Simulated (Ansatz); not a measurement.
Process, species as SMILES: CCOC=O -> [CH2]C (C2H5) + O=C[O] (the C-O bond breaks)

Wanted: bond dissociation energy (electronic), in kcal/mol. Terms: 6-31G* and kin with 6d, 5d where marked; UHF or UKS for open shells; no dispersion term unless named; non-relativistic; spin-orbit terms left out. Ab initio and DFT rows: single points at B3LYP-D3(BJ) geometries (Ansatz, an electronic-structure program).

```json
[
 {"species": "CCOC=O", "coefficient": "-1", "E at PBE/6-31G* (Ansatz), Eh": "-268.06290", "E at wB97M-V/def2-TZVPD (Ansatz), Eh": "-268.38820"},
 {"species": "[CH2]C (C2H5)", "coefficient": "+1", "E at PBE/6-31G* (Ansatz), Eh": "-79.03040", "E at wB97M-V/def2-TZVPD (Ansatz), Eh": "-79.12534"},
 {"species": "[O]C=O", "coefficient": "+1", "E at PBE/6-31G* (Ansatz), Eh": "-188.89143", "E at wB97M-V/def2-TZVPD (Ansatz), Eh": "-189.10327"}
]
```

 1 Eh = 627.5095 kcal/mol.

**Question.** Work the quantity out at each level.

**Answer.** 
- PBE/6-31G*: the sum of coefficient times E is 0.14107 Eh, or 88.52 kcal/mol. Result: 88.5 kcal/mol.
- wB97M-V/def2-TZVPD: the sum of coefficient times E is 0.15959 Eh, or 100.14 kcal/mol. Result: 100.1 kcal/mol.
